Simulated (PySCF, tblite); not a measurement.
# C₂H₂FO−: geometry, infrared bands, NMR shifts and spin-spin couplings

Aim: predict the infrared bands, NMR shifts and spin-spin couplings of C₂H₂FO− (`[O-]/C=C/F`).

Programs: tblite 0.8.0 and PySCF 2.14.0, with density-fitted response routines of our own. Each step states its level of theory. These are calculated values for one molecule in the gas phase, unless marked as measured. Atoms are numbered from 0 throughout.

## 1. The molecule as given

6 atoms, charge -1, multiplicity 1; geometry from: force field or distance geometry start.

Bonds of the start (Å): O0–C1 1.35, C1–C2 1.34, C2–F3 1.34, C1–H4 1.09, C2–H5 1.08.

## 2. Geometry optimisation with GFN2-xTB

What the job is given:

```
{"job": {"kind": "relax", "xc": "GFN2-xTB", "basis": "xTB"}, "charge": -1, "multiplicity": 1}
O     -1.645900     0.760700     0.029800
C     -0.639900    -0.144800     0.000300
C      0.657400     0.185400    -0.010500
F      1.556500    -0.811100    -0.041000
H     -0.891200    -1.204800     0.021000
H      0.966100     1.216600    -0.021200
```

The run is started by

```
$ OMP_NUM_THREADS=1 python probes_run.py task.json out
```

The driver reads the jobs from task.json and runs them one after another.

The log of the run:

```text
step      E/eV     max force
  0    -387.91342    4.298
  1    -388.17876    1.436
  2    -388.19877    0.928
  3    -388.21110    0.451
  4    -388.23011    0.403
  5    -388.23761    0.374
  6    -388.24027    0.150
  7    -388.24105    0.089
  8    -388.24140    0.065
  9    -388.24178    0.067
 10    -388.24216    0.065
 11    -388.24253    0.069
 12    -388.24281    0.060
 13    -388.24301    0.045
 14    -388.24315    0.036
 15    -388.24320    0.018
 16    -388.24322    0.007
```

It took 0.04 s on 1 thread of Arm Neoverse V1, shared host.

Along the way:

```tsv
step	energy from step 0 (eV)	largest force (eV/Å)
0	0.0000	4.2976
1	-0.2653	1.4362
2	-0.2854	0.9281
3	-0.2977	0.4512
4	-0.3167	0.4031
5	-0.3242	0.3741
6	-0.3269	0.1496
7	-0.3276	0.0895
8	-0.3280	0.0652
9	-0.3284	0.0667
10	-0.3287	0.0653
11	-0.3291	0.0687
12	-0.3294	0.0600
13	-0.3296	0.0448
14	-0.3297	0.0361
15	-0.3298	0.0181
16	-0.3298	0.0075
```

Close pairs (by a distance rule), those that changed most:

```tsv
bond	before (Å)	after (Å)	change (Å)
O0–C1	1.354	1.263	-0.091
C2–F3	1.343	1.412	+0.069
C1–H4	1.090	1.124	+0.035
C1–C2	1.339	1.348	+0.010
C2–H5	1.076	1.078	+0.001
```

The end geometry stands in the next job.

## 3. Vibrational analysis with GFN2-xTB

What the job is given:

```
{"job": {"kind": "ir", "xc": "GFN2-xTB", "basis": "xTB"}, "charge": -1, "multiplicity": 1}
O     -1.679750     0.696087     0.031388
C     -0.696440    -0.095777     0.010911
C      0.615616     0.214141    -0.016030
F      1.594375    -0.802752    -0.036728
H     -0.899635    -1.201754     0.014352
H      1.068957     1.192044    -0.025467
```

The log of the run:

```text
mode    cm-1     km/mol
  1     241.5      0.76
  2     302.3     14.78
  3     481.3     55.94
  4     550.6      4.20
  5     954.2      2.27
  6     970.9    125.05
  7    1192.4     37.94
  8    1324.2    165.75
  9    1364.6     83.55
 10    1715.6    334.90
 11    2532.8    449.35
 12    3068.4    138.40
```

Run time: 0.06 s. Hardware: 1 thread of Arm Neoverse V1, shared host.

Which atoms move in the most intense modes:

```tsv
cm⁻¹	km/mol	atoms
481	55.9	H5 48 %, C1 34 %, O0 10 %
971	125.0	C2 53 %, F3 30 %
1192	37.9	H5 80 %, C1 13 %
1324	165.8	C2 37 %, H4 26 %, C1 20 %, O0 14 %
1365	83.5	H4 62 %, O0 23 %
1716	334.9	C1 62 %, C2 23 %
2533	449.4	H4 94 %
3068	138.4	H5 93 %
```

## 4. NMR shieldings: PBE0/pcSseg-1

The job, as its differences from that of step 3:

```diff
@@ -1,2 +1,2 @@
-{"job": {"kind": "ir", "xc": "GFN2-xTB", "basis": "xTB"}, "charge": -1, "multiplicity": 1}
+{"job": {"kind": "nmr", "xc": "PBE0", "basis": "pcSseg-1"}, "charge": -1, "multiplicity": 1}
 O     -1.679750     0.696087     0.031388
```

Method: GIAO PBE0/pcSseg-1 NMR shielding, non-relativistic, gas phase.

The log of the run:

```text
coarse grid: 5584 points
cycle   1  E = -251.9597850497  dE =  4.914e-01  |g| = 9.236e-01  |ddm| = 2.175e+00
cycle   2  E = -251.1836049719  dE =  7.762e-01  |g| = 2.080e+00  |ddm| = 5.039e+00
cycle   3  E = -252.1127932843  dE = -9.292e-01  |g| = 2.850e-01  |ddm| = 4.427e+00
cycle   4  E = -252.1273035394  dE = -1.451e-02  |g| = 1.152e-01  |ddm| = 3.381e-01
cycle   5  E = -252.1291220105  dE = -1.818e-03  |g| = 3.081e-02  |ddm| = 8.119e-02
cycle   6  E = -252.1292989375  dE = -1.769e-04  |g| = 9.465e-03  |ddm| = 2.689e-02
cycle   7  E = -252.1293193440  dE = -2.041e-05  |g| = 1.315e-03  |ddm| = 1.292e-02
cycle   8  E = -252.1293195723  dE = -2.284e-07  |g| = 8.475e-04  |ddm| = 2.084e-03
final grid: 55976 points
cycle   9  E = -252.1698853308  dE = -6.815e-06  |g| = 1.020e-02  |ddm| = 1.345e-02
cycle  10  E = -252.1698301586  dE =  5.517e-05  |g| = 1.966e-02  |ddm| = 2.372e-02
cycle  11  E = -252.1699043027  dE = -7.414e-05  |g| = 1.678e-03  |ddm| = 1.858e-02
cycle  12  E = -252.1699048694  dE = -5.668e-07  |g| = 2.320e-04  |ddm| = 1.791e-03
cycle  13  E = -252.1699048761  dE = -6.641e-09  |g| = 9.030e-05  |ddm| = 2.430e-04
cycle  14  E = -252.1699048777  dE = -1.634e-09  |g| = 1.054e-05  |ddm| = 7.527e-05
cycle  15  E = -252.1699048777  dE = -2.939e-11  |g| = 1.039e-06  |ddm| = 1.692e-05
converged SCF energy = -252.1699048777

GIAO shielding tensors (ppm)
atom      isotropic    diamagn.    paramagn.     s11        s22        s33       span
  0 O      100.851     401.757    -300.905   -169.630     97.312    374.873    544.503
  1 C       30.760     244.662    -213.903    -57.072     66.341     83.010    140.082
  2 C       50.008     253.476    -203.468     -6.582     74.469     82.138     88.719
  3 F      442.401     475.162     -32.761    379.072    425.265    522.867    143.796
  4 H       22.670      29.163      -6.493     20.668     22.665     24.678      4.011
  5 H       24.544      32.145      -7.601     20.613     24.836     28.183      7.570
```

Run time: 3.7 s. Hardware: 1 thread of Arm Neoverse V1, shared host.

Shifts follow as δ = σ(reference) − σ, with reference shieldings (ppm) from runs at the same level and on the same kind of geometry: 1H TMS 31.72, 13C TMS 186.9, 19F CFCl3 170.9, 17O H2O 336.1. The references are single molecules in the gas phase, so shifts against H2O, NH3, PH3, H3PO4 or CFCl3 are not on the usual liquid scales and can be off by tens of ppm.

```tsv
atoms	environment	σ (ppm)	δ (ppm)
C1	alkene CH	30.8	156.2
C2	alkene CH	50.0	136.9
H4	hydrogen on an alkene CH	22.67	9.05
H5	hydrogen on an alkene CH	24.54	7.17
O0	oxygen bonded to C	100.9	235.2
F3	vinylic fluorine	442.4	-271.5
```

The run also stored atomic charges by several schemes (e):

```tsv
atoms	Mulliken	IAO	Hirshfeld	ESP fit
O0	-0.63	-0.69	-0.49	-0.70
C1	0.11	0.10	-0.08	0.27
C2	-0.06	-0.16	-0.17	-0.48
F3	-0.40	-0.37	-0.21	-0.23
```

Mayer bond orders: O0–C1 1.64, C1–C2 1.56, C2–F3 0.80.

## 5. J couplings: B3LYP/pcJ-1

The job, as its differences from that of step 4:

```diff
@@ -1,2 +1,2 @@
-{"job": {"kind": "nmr", "xc": "PBE0", "basis": "pcSseg-1"}, "charge": -1, "multiplicity": 1}
+{"job": {"kind": "j", "xc": "B3LYP", "basis": "pcJ-1"}, "charge": -1, "multiplicity": 1}
 O     -1.679750     0.696087     0.031388
```

With the program's defaults for keys left out, this is: B3LYP/pcJ-1 indirect spin-spin coupling, non-relativistic, gas phase.

The log of the run:

```text
coarse grid: 5584 points
cycle   1  E = -252.2359782288  dE =  4.806e-01  |g| = 9.946e-01  |ddm| = 2.108e+00
cycle   2  E = -251.0498367665  dE =  1.186e+00  |g| = 2.469e+00  |ddm| = 6.602e+00
cycle   3  E = -252.3992928921  dE = -1.349e+00  |g| = 3.621e-01  |ddm| = 6.070e+00
cycle   4  E = -252.4212929881  dE = -2.200e-02  |g| = 1.696e-01  |ddm| = 4.383e-01
cycle   5  E = -252.4251833734  dE = -3.890e-03  |g| = 4.293e-02  |ddm| = 1.097e-01
cycle   6  E = -252.4255087012  dE = -3.253e-04  |g| = 1.522e-02  |ddm| = 3.559e-02
cycle   7  E = -252.4255627335  dE = -5.403e-05  |g| = 2.042e-03  |ddm| = 1.964e-02
cycle   8  E = -252.4255631422  dE = -4.087e-07  |g| = 1.392e-03  |ddm| = 2.742e-03
final grid: 55976 points
cycle   9  E = -252.4691073344  dE = -9.872e-05  |g| = 7.534e-03  |ddm| = 1.028e-02
cycle  10  E = -252.4690829854  dE =  2.435e-05  |g| = 1.353e-02  |ddm| = 1.333e-02
cycle  11  E = -252.4691161160  dE = -3.313e-05  |g| = 2.056e-03  |ddm| = 1.115e-02
cycle  12  E = -252.4691168520  dE = -7.360e-07  |g| = 6.561e-04  |ddm| = 2.651e-03
cycle  13  E = -252.4691169140  dE = -6.191e-08  |g| = 1.072e-04  |ddm| = 4.937e-04
cycle  14  E = -252.4691169163  dE = -2.363e-09  |g| = 1.639e-05  |ddm| = 1.005e-04
cycle  15  E = -252.4691169164  dE = -4.604e-11  |g| = 8.695e-06  |ddm| = 2.263e-05
converged SCF energy = -252.4691169164

Indirect spin-spin couplings (Hz)
  i      j    bonds     total        FC       PSO       DSO        SD
  0 O    1 C    1     31.980    20.379    10.276    -0.078     1.403
  0 O    2 C    2     -7.821    -5.413     1.589     0.047    -4.043
  0 O    3 F    3     18.656     5.707    18.254     0.247    -5.551
  0 O    4 H    2     -8.038    -9.020     0.545     0.322     0.115
  0 O    5 H    3      1.083     0.453     0.340     0.128     0.161
  1 C    2 C    1    114.334   118.678    -6.721     0.270     2.108
  1 C    3 F    2     18.764    24.966   -10.341    -0.145     4.284
  1 C    4 H    1    137.721   136.379     0.094     1.149     0.099
  1 C    5 H    2     16.543    17.671    -0.581    -0.442    -0.106
  2 C    3 F    1   -227.526  -303.048    53.560     0.661    21.300
  2 C    4 H    2     14.582    16.078    -1.204    -0.228    -0.064
  2 C    5 H    1    195.872   194.483    -0.173     1.038     0.524
  3 F    4 H    3      6.753     6.875     0.742     0.040    -0.903
  3 F    5 H    2    106.540    90.064    19.417    -1.530    -1.411
  4 H    5 H    3      8.297     8.684     2.673    -3.181     0.121
```

It took 6.9 s on 1 thread of Arm Neoverse V1, shared host.

Couplings of 1 Hz or more, nine at most for each number of bonds (isotopes 13C, 19F, 1H, 17O):

```tsv
pair	bonds	J (Hz)	Fermi contact (Hz)	dihedral (°)
C2–F3	1	-227.5	-303.0	–
C2–H5	1	195.9	194.5	–
C1–H4	1	137.7	136.4	–
C1–C2	1	114.3	118.7	–
O0–C1	1	32.0	20.4	–
F3–H5	2	106.5	90.1	–
C1–F3	2	18.8	25.0	–
C1–H5	2	16.5	17.7	–
C2–H4	2	14.6	16.1	–
O0–H4	2	-8.0	-9.0	–
O0–C2	2	-7.8	-5.4	–
O0–F3	3	18.7	5.7	-180
H4–H5	3	8.3	8.7	180
F3–H4	3	6.8	6.9	0
O0–H5	3	1.1	0.5	0
```

Quadrupole couplings from the field gradients of the same density:

```tsv
atom	isotope	eQq/h (MHz)	η
O0	17O	7.753	0.99
```

Joined with the shifts from before (PBE0/pcSseg-1, unscaled), the couplings predict the line list below for 300 MHz.

1H NMR δ 9.05 (dd, J = 8.3, 6.8 Hz, 1H), 7.17 (dd, J = 106.5, 8.3 Hz, 1H).

## 6. Results

| quantity | value |
| --- | --- |
| strongest single infrared mode (GFN2-xTB) | 2533 cm⁻¹, 449 km/mol |
| zero-point energy (GFN2-xTB) | 21.0 kcal/mol |
| 13C shifts against TMS (PBE0/pcSseg-1) | 156.2, 136.9 ppm |
| 1H shifts against TMS (PBE0/pcSseg-1) | 9.05, 7.17 ppm |
| 17O shifts against H2O (PBE0/pcSseg-1) | 235.2 ppm |
| 19F shifts against CFCl3 (PBE0/pcSseg-1) | -271.5 ppm |
| largest coupling of the table (B3LYP/pcJ-1) | 1J(C,F) C2–F3, -227.5 Hz |

In words: Over 16 steps the energy fell by 0.330 eV; of the close pairs, O0–C1 changed most, 1.354 to 1.263 Å. No mode is imaginary among the 12: a minimum at this level. The strongest single mode, at 2533 cm⁻¹, moves mainly H4. GFN2-xTB is a fitted tight-binding method: band positions and strengths are rough. Its intensities can rank the bands wrongly. At PBE0/pcSseg-1: The largest span, 545 ppm, is at O0, where the paramagnetic term is -301 ppm. In the run at B3LYP/pcJ-1, the largest coupling of the table is C2–F3, -227.5 Hz, of which the Fermi-contact term gives -303.0 Hz. At PBE0/pcSseg-1 the HOMO lies above zero (+0.79 eV), as often for anions in the gas phase: self-interaction error lifts it, or the electron is held by the finite basis alone; counter-ions and solvent are missing.
